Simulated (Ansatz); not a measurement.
Solid chlorine was calculated with r²SCANh (Ansatz, a program for electronic structure, PAW).

Input:

Ansatz 0.2 input:
```yaml
crystal:
  lattice:
    - [2.1198230763, -3.2335778254, 0.0]
    - [2.1198230763, 3.2335778254, 0.0]
    - [0.0, 0.0, 8.3053542381]
  atoms:
    - { symbol: Cl, position: [0.8822266181, 0.8822266181, 0.8960116471] }
    - { symbol: Cl, position: [0.6177733819, 0.6177733819, 0.3960116471] }
    - { symbol: Cl, position: [0.3822266181, 0.3822266181, 0.6039883529] }
    - { symbol: Cl, position: [0.1177733819, 0.1177733819, 0.1039883529] }
basis:
  ecutwfc: 520
  ecutrho_ratio: 4
  xc_grid: 3
kpoints:
  mp_grid: { grid: [8, 8, 4] }
hamiltonian:
  xc: r2scanh
  dispersion: none
  pseudopotentials: { kind: paw }
scf:
  occupations: { method: fermi_dirac, width: 0.01 }
  convergence: { dr2_threshold: 0.0000000004 }
output:
  forces: true
  stress: true
  eigenvalues: true
```

Excerpt of the program's output:

```
WARN output.stress: scf.exx.energy_threshold = 1e-6 eV is looser than the 4e-8 eV advised for a stress under a hybrid functional (1e-8 eV for each atom of the …
Crystal: 4 atoms, lattice volume = 113.860 Å³
Basis set: ecut = 520 eV, 3053 PW (Γ), exchange–correlation on 90×90×192 points (27 copies of the dense FFT grid, shifted against one another)
Bands: 18, of which v1, the nominal top of the filled ones, is band 14 counted from 1 (13 counted from 0)
Symmetry: 8 space group operations
Space group: Cmce (ITA 64), of the structure as read, at distance tolerance 4.8e-5 Å
k-points: 63 of 256
Functional: x = r2scan, c = r2scan; τ floored in thin density (d = 2e-4 eV/Å³), warm-up for x = 0.9 r2scan + 0.1 exact, c = r2scan; τ floored in thin density (d = 2e-4 eV/Å³)
SCF iter   1: F=—  HF=-4334.488169 eV  |F-HF|=—  |Δ(HF+E_count)|=         —  Δρ=5.44e-3  dr2=2.55e-2  dr2_τ=7.50e-2
SCF iter   2: F=—  HF=-4334.496187 eV  |F-HF|=—  |Δ(HF+E_count)|=   8.02e-3  Δρ=2.14e-3  dr2=2.12e-3  dr2_τ=2.64e-4
  ...
Crystal: 4 atoms, lattice volume = 113.860 Å³
Initial density: handed on by an earlier stage of this run
Functional: x = 0.9 r2scan + 0.1 exact, c = r2scan; τ floored in thin density (d = 2e-4 eV/Å³)
Crystal: 4 atoms, lattice volume = 113.860 Å³
SCF iter   3: F=—  HF=-4334.133068 eV  |F-HF|=—  |Δ(HF+E_count)|=  7.08e-10  Δρ=5.53e-7  dr2=5.08e-10  dr2_τ=6.66e-11
SCF iter   4: F=-4334.133068 eV  HF=-4334.133068 eV  |F-HF|=7.91e-11  |Δ(HF+E_count)|=  6.00e-11  Δρ=3.08e-7  dr2=2.11e-10  dr2_τ=5.44e-12
SCF 3 converged in 4 iterations: F = -4334.133068 eV  dr2 = 2.11e-10
Free energy (F): -4334.133068 eV
Internal energy: -4334.133068 eV  (E = F + TS)
E sigma→0 (E₀):  -4334.133068 eV
Fermi energy:    1.621453 eV
--- Forces (eV/Å), atoms counted from 1 ---
  atom   1  Cl    -0.00335437     0.00000000    -0.00027976
  atom   2  Cl     0.00335437     0.00000000    -0.00027976
  atom   3  Cl    -0.00335437     0.00000000     0.00027976
  atom   4  Cl     0.00335437     0.00000000     0.00027976
--- Stress (GPa, compression-positive) ---
        0.018691       0.000000       0.000000
        0.000000       0.008073       0.000000
        0.000000       0.000000       0.027298
  P = ⅓ Tr σ = 0.0180 GPa (0.180 kbar)
```

The PAW data were made under PBE.

Note: the cell comes from a level without a dispersion term, which matters for the spacing of layers, chains or molecules.
